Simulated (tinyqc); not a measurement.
UHF in the sto-6g basis, for NH3+, spin multiplicity 2, step by step. One step of it, computed by the program tinyqc.

Task: Iteration 2: diagonalisation and new density. Diagonalise F' = X^T F X, C = X C', fill 5 alpha and 4 beta electrons from the bottom; D(s) = C_occ C_occ^T. Each column has its largest component positive (the first on a tie).

F(alpha) (hartree), lower triangle:
```
             1N 1s      1N 2s     1N 2px     1N 2py     1N 2pz      2H 1s      3H 1s      4H 1s
1N 1s   -16.441960
1N 2s    -3.943574  -2.466643
1N 2px    0.000003   0.000082  -0.873230
1N 2py    0.000000   0.000000   0.000000  -0.873285
1N 2pz    0.002668  -0.042451  -0.000047   0.000000  -1.001866
2H 1s    -0.658116  -0.837068  -0.560364   0.000000   0.199244  -0.722212
3H 1s    -0.658605  -0.837492   0.280341  -0.485390   0.199341  -0.216064  -0.722513
4H 1s    -0.658605  -0.837492   0.280341   0.485390   0.199341  -0.216064  -0.216266  -0.722513
```

F(beta) (hartree), lower triangle:
```
             1N 1s      1N 2s     1N 2px     1N 2py     1N 2pz      2H 1s      3H 1s      4H 1s
1N 1s   -16.409496
1N 2s    -3.916339  -2.247393
1N 2px    0.000003   0.000086  -0.792494
1N 2py    0.000000   0.000000   0.000000  -0.792553
1N 2pz    0.004372   0.198795  -0.000052   0.000000  -0.343771
2H 1s    -0.652270  -0.814007  -0.553332   0.000000   0.175933  -0.720143
3H 1s    -0.652755  -0.814408   0.276822  -0.479298   0.176046  -0.205650  -0.720429
4H 1s    -0.652755  -0.814408   0.276822   0.479298   0.176046  -0.205650  -0.205846  -0.720429
```

X, lower triangle:
```
            1N 1s      1N 2s     1N 2px     1N 2py    1N 2pz      2H 1s      3H 1s     4H 1s
1N 1s    1.022767
1N 2s   -0.138129   1.220199
1N 2px   0.000006  -0.000079   1.088780
1N 2py   0.000000   0.000000   0.000000   1.088799
1N 2pz   0.005616  -0.057779   0.000026   0.000000  1.016721
2H 1s    0.017637  -0.220939  -0.220029   0.000000  0.064149   1.134197
3H 1s    0.017643  -0.221090   0.110093  -0.190629  0.064204  -0.030764   1.134335
4H 1s    0.017643  -0.221090   0.110093   0.190629  0.064204  -0.030764  -0.030791  1.134335
```

Give: F' = X^T F X; orbital energies; coefficients C; F' = X^T F X; orbital energies; coefficients C; D(alpha) after iteration 2; D(beta) after iteration 2.

Result:

F' = X^T F X (alpha) (hartree), lower triangle:
```
         1       2       3       4       5       6       7       8
1  -16.192
2   -1.926  -1.574
3    0.000   0.000  -0.669
4    0.000   0.000   0.000  -0.669
5    0.027  -0.162   0.000   0.000  -0.956
6   -0.080  -0.361  -0.413   0.000   0.142  -0.354
7   -0.080  -0.361   0.206  -0.357   0.142  -0.035  -0.354
8   -0.080  -0.361   0.206   0.357   0.142  -0.035  -0.035  -0.354
```

orbital energies (alpha) (hartree): MO1 -16.444, MO2 -1.627, MO3 -1.046, MO4 -1.029, MO5 -1.029, MO6 -0.027, MO7 0.040, MO8 0.040

coefficients C (alpha):
```
           MO1     MO2     MO3     MO4     MO5     MO6     MO7     MO8
1N 1s    0.997  -0.234  -0.021   0.000   0.000  -0.133   0.000   0.000
1N 2s    0.015   0.932   0.156   0.000   0.000   0.874   0.002   0.000
1N 2px   0.000   0.000   0.002   0.000   0.730   0.001  -0.851   0.000
1N 2py   0.000   0.000   0.000   0.730   0.000   0.000   0.000   0.851
1N 2pz  -0.001   0.058   0.930   0.000  -0.003  -0.426  -0.001   0.000
2H 1s   -0.003   0.075  -0.139   0.000   0.373  -0.643   0.901   0.000
3H 1s   -0.003   0.075  -0.141   0.323  -0.186  -0.641  -0.452  -0.782
4H 1s   -0.003   0.075  -0.141  -0.323  -0.186  -0.641  -0.452   0.782
```

F' = X^T F X (beta) (hartree), lower triangle:
```
         1       2       3       4       5       6       7       8
1  -16.161
2   -1.930  -1.322
3    0.000   0.000  -0.579
4    0.000   0.000   0.000  -0.579
5   -0.002   0.105   0.000   0.000  -0.313
6   -0.078  -0.369  -0.420   0.000   0.106  -0.360
7   -0.078  -0.369   0.210  -0.364   0.106  -0.030  -0.360
8   -0.078  -0.369   0.210   0.364   0.106  -0.030  -0.030  -0.360
```

orbital energies (beta) (hartree): MO1 -16.411, MO2 -1.475, MO3 -0.984, MO4 -0.984, MO5 -0.322, MO6 -0.008, MO7 0.075, MO8 0.075

coefficients C (beta):
```
           MO1     MO2     MO3     MO4     MO5     MO6     MO7     MO8
1N 1s    0.997  -0.217   0.000   0.000  -0.080  -0.135   0.000   0.000
1N 2s    0.013   0.843   0.000   0.000   0.410   0.882  -0.002   0.000
1N 2px   0.000   0.000   0.000   0.689   0.000   0.001   0.885   0.000
1N 2py   0.000   0.000   0.689   0.000   0.000   0.000   0.000   0.885
1N 2pz  -0.001  -0.151   0.000   0.000   0.898  -0.469   0.001   0.000
2H 1s   -0.002   0.124   0.000   0.416  -0.146  -0.634  -0.883   0.000
3H 1s   -0.002   0.124   0.360  -0.208  -0.146  -0.632   0.443  -0.765
4H 1s   -0.002   0.124  -0.360  -0.208  -0.146  -0.632   0.443   0.765
```

D(alpha) after iteration 2, lower triangle:
```
         1N 1s  1N 2s  1N 2px  1N 2py  1N 2pz   2H 1s   3H 1s  4H 1s
1N 1s    1.049
1N 2s   -0.206  0.894
1N 2px   0.000  0.000   0.534
1N 2py   0.000  0.000   0.000   0.534
1N 2pz  -0.034  0.200   0.000   0.000   0.868
2H 1s   -0.017  0.048   0.272   0.000  -0.126   0.164
3H 1s   -0.017  0.048  -0.136   0.236  -0.126  -0.044   0.164
4H 1s   -0.017  0.048  -0.136  -0.236  -0.126  -0.044  -0.044  0.164
```

D(beta) after iteration 2, lower triangle:
```
         1N 1s   1N 2s  1N 2px  1N 2py  1N 2pz   2H 1s   3H 1s  4H 1s
1N 1s    1.041
1N 2s   -0.170   0.711
1N 2px   0.000   0.000   0.474
1N 2py   0.000   0.000   0.000   0.474
1N 2pz   0.032  -0.127   0.000   0.000   0.023
2H 1s   -0.029   0.105   0.286   0.000  -0.019   0.188
3H 1s   -0.029   0.105  -0.143   0.248  -0.019  -0.071   0.188
4H 1s   -0.029   0.105  -0.143  -0.248  -0.019  -0.071  -0.071  0.188
```
